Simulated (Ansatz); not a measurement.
Gas-phase electronic energies from Ansatz, PBE0-D4/def2-TZVP geometries. CBS: MP2 limit from def2 TZ/QZ plus the TZ coupled-cluster correction, frozen cores. This one scheme is used for every species, atoms too. Functionals use def2-TZVPP. Open shells (•) are unrestricted, without spin–orbit coupling. Spin–orbit coupling would lower the free atoms: a little for C, F.

`FCC#CCF` → 4 C• + 2 F• + 4 H•  (atomization)

```json
{"level": "ωB97M-V", "ΔE (eV)": "43.89"}
{"level": "BLYP", "ΔE (eV)": "43.72"}
{"level": "PBE0", "ΔE (eV)": "44.10"}
{"level": "r2SCANh", "ΔE (eV)": "43.52"}
{"level": "r2SCAN0", "ΔE (eV)": "42.93"}
{"level": "LC-ωPBE", "ΔE (eV)": "43.96"}
{"level": "HF/def2-SVP", "ΔE (eV)": "31.91"}
{"level": "SCS-MP2/def2-TZVPP", "ΔE (eV)": "43.30"}
```

**Question.** What does CCSD(T)/CBS give? (Estimate.)

**Answer.** The calculation gave: +43.68 eV. The listed levels differ from it by 0.21, 0.04, 0.42, -0.16, -0.75, 0.28, -11.77, -0.38 eV.

Largest T1 diagnostic among the species: 0.012.

In def2-TZVPP, CCSD(T) changes the Hartree–Fock value by +11.24 eV (the triples alone add +0.82 eV) and MP2 by +12.65 eV; breaking electron pairs costs correlation energy, which Hartree–Fock lacks. From r2SCAN to r2SCAN0 (25 % exact exchange), in def2-TZVPP and without D4, ΔE moves by −1.00 eV: exact exchange takes away binding that semilocal exchange gives to molecules. Leaving LDA and LC-ωPBE aside and taking each functional with its dispersion term where it has one, the values, not all of them listed here, spread over 3.55 eV, from BHLYP-D4 to PBE-D4. LDA lies +6.03 eV from PBE without D4, its usual overbinding.

For atomizations the MP2-based limit and the directly extrapolated one differ by several kJ/mol either way, and by 10 to 25 for some Ge, Se and Sn compounds, so smaller differences from it don't rank the levels.
